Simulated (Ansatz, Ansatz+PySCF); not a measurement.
```xyz
4

N     0.0000    0.0000    0.5046
F     1.3147    0.0000   -0.1308
F    -0.6574    1.1386   -0.1308
F    -0.6574   -1.1386   -0.1308
```

RHF-MP2 on singlet NF₃ was run in several spherical basis sets with Ansatz (development build ahead of 0.2.0). Frozen core: 4 orbitals.

Q: Rank the basis sets by the total energy that they give, lowest first, with the distance from the lowest.
A. cc-pVTZ
B. def2-TZVP
C. 6-31G(d)
D. cc-pVDZ
E. def2-SVP

A: B (0.00 eV), A (0.39 eV), D (9.88 eV), C (11.88 eV), E (18.72 eV).

Totals follow the description of the cores as much as that of the bonds, so this order isn't one of quality for chemistry.
